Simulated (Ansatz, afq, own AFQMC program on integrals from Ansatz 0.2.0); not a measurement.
AFQMC on a folder of integrals that Ansatz 0.2.0 wrote.

```yaml
crystal:
  periodic: [false, false, false]
  atoms:
    - {symbol: W, position_ang: [0.000000, 0.000000, 0.000000]}
basis:
  gaussian: {orbitals: def2-TZVPP}
magnetization: {spin_polarized: true, initial_magnetization: 6}
correlation: {method: ccsd_t, electrons: outside_noble_gas, hamiltonian_folder: ham}
```

```sh
$ ansatz run in.yaml --threads 1 --pin off --events-out ev --progress --plain --max-ram 15360MiB --backend cuda --devices 0, --max-vram 18GiB
```

afq runs on the folder ham with

```
--method phaseless --trial hf --walkers 4000 --populations 20 --least-time 40 --time-step 0.005 --steps-per-block 20 --equilibration-blocks 160 --max-blocks 4000 --target-error 0.0007499999999999999 --factor-cut 1e-05 --start spin_pure --seed 9710 --taylor-order 6
```

Times are imaginary, in 1/Eh. The walk had a cap of 65 s. With eight or more populations the least sampling time is a fifth of least-time, and the error comes from their spread. Core potentials past Kr, no spin–orbit coupling.

Output of the walk:

```
orbitals 52  electrons 6 0  factors 367 of 367
reference energy -66.36046900 Eh
CCSD correlation -0.08279888 Eh in 7 cycles, weight of the determinant in the CISD state 0.9559
energy of the start -66.360469 Eh
 block  time / (1/Eh)  mean weight  energy / Eh
     1     0.100  1.0005  -66.378370
     2     0.200  1.0005  -66.391605
     3     0.300  1.0005  -66.401983
     4     0.400  1.0004  -66.409525
     5     0.500  1.0006  -66.415360
     8     0.800  1.0001  -66.427068
    13     1.300  1.0000  -66.436631
    31     3.100  1.0003  -66.443776
    37     3.700  1.0001  -66.446851
    49     4.900  0.9998  -66.443231
    67     6.700  1.0001  -66.442931
    85     8.500  1.0002  -66.443244
   103    10.300  1.0001  -66.445497
   121    12.100  0.9998  -66.439945
   139    13.900  1.0002  -66.441693
   157    15.700  1.0002  -66.444727
   175    17.500  0.9999  -66.443847
   193    19.300  1.0001  -66.440753
   211    21.100  1.0001  -66.441591
   229    22.900  0.9997  -66.440602
   235    23.500  1.0000  -66.440688
error from the spread of 20 populations
energy -66.441722 +/- 0.000485 Eh
(rows thinned)
```

The run passed its tests (sampling time, drift between the halves within three errors, error under three times the target), which doesn't prove that it has relaxed.

Against this walk (error 13.2 meV) on the same determinant: CCSD(T) 103.3 meV lower, CCSDT(Q) 113.8 meV lower, a separate phaseless walk with a CISD trial and standard settings 97.1 ± 13.3 meV lower. The error is statistical and leaves out the bias of the constraint. CCSDT(Q) is the surest value here, so the walk's 114 meV above it is most likely the bias of the constraint with this trial, which can have either sign.

Cautions: constraint bias not in the error; no spin-orbit coupling; outer-core shells of the metal frozen.

The walk took 18 s on 1 × NVIDIA H100 80GB HBM3 with 2 threads of AMD EPYC 7R13 Processor (Zen 3) (shared host) (the card was shared). The log's last line is the phaseless energy.

CCSDT and higher add their correlation energy to the determinant of the CCSD(T) run, since their own runs factorise the integrals more tightly (a shift of under 2 meV). A walk keeps the symmetry of its determinant, which the program's search chose and which needn't be the lowest solution, so a lower state of the same spin and another symmetry isn't excluded.
